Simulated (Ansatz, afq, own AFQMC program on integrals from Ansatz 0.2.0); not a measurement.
Where AFQMC and coupled cluster stand for AlB, singlet

```xyz
2

B     0.0000    0.0000    0.0000
Al    0.0000    0.0000    2.0805
```

Basis cc-pVDZ. Only valence electrons are correlated. Integrals, coupled cluster, full CI and functionals: Ansatz 0.2.0; the random walks run on the same integrals in our own AFQMC program. ph-AFQMC/CISD is guided by a CISD state made of CCSD amplitudes; releasing the constraint for a short imaginary time cuts its bias at the price of noise, slowly where states lie close. Error bars are statistical, one sigma.

Determinant: RHF, the one that the program's search chose, which needn't be the lowest solution. The geometry is a point of a scan.

Full CI on the same integrals is exact in this basis and with this determinant's frozen core.

Cautions: another spin lies lower; restricted determinant unstable towards unrestricted (UHF 1.66 eV lower, ⟨S²⟩ 1.26); the search met a lower determinant of the same kind, perhaps of another symmetry (313 meV lower), and this one is a saddle point; strong correlation (T1 0.060, weight of the determinant 0.77, largest double 0.17); (T) is large, 7 % of the CCSD correlation; the CCSDTQ amplitudes may be one of several solutions (largest double 0.89); the released energies are still falling, so no released level is given (meV from the phaseless value at times in 1/Eh: -19 ± 4 at 0.24, -33 ± 4 at 0.51, -57 ± 4 at 0.99, -78 ± 4 at 1.62, -93 ± 5 at 2.40); the determinant fills πx and πy unequally, so it mixes two states of the linear molecule, and each level undoes that mixture to a different degree, while full CI gives the lower state; CCSDTQ on the UHF determinant differs (583 meV lower), perhaps since the unrestricted series falls towards higher spin.

The T1 diagnostic is 0.0598. The weight of the determinant in the CISD state is 0.769. The size of the correlated space is 6 electrons in 26 orbitals.

```json
{"level": "MP2", "correlation energy (eV)": "-3.1588"}
{"level": "CCSD", "correlation energy (eV)": "-4.2374"}
{"level": "CCSD(T)", "correlation energy (eV)": "-4.5234"}
```

Estimate where full CI lies against CCSD(T) on the same integrals.

186.9 meV below CCSD(T).

Reference: full CI, correlation energy -4.710 eV. The cautions show a poor starting determinant, so the rows tell how each method copes with it here, and full CI is the sure value.

| level | E − E(reference) (meV) | share of correlation (%) |
| --- | --- | --- |
| CCSD(T) | 186.9 | 96.03 |
| CCSDT | 120.1 | 97.45 |
| CCSDT(Q) | 45.6 | 99.03 |
| CCSDTQ | 5.1 | 99.89 |
| ph-AFQMC/HF | 292.9 ± 19.4 | 93.78 |
| ph-AFQMC/CISD | 206.0 ± 4.0 | 95.63 |

CCSDT and higher add their correlation energy to the determinant of the CCSD(T) run, since their own runs factorise the integrals more tightly (a shift of under 2 meV).
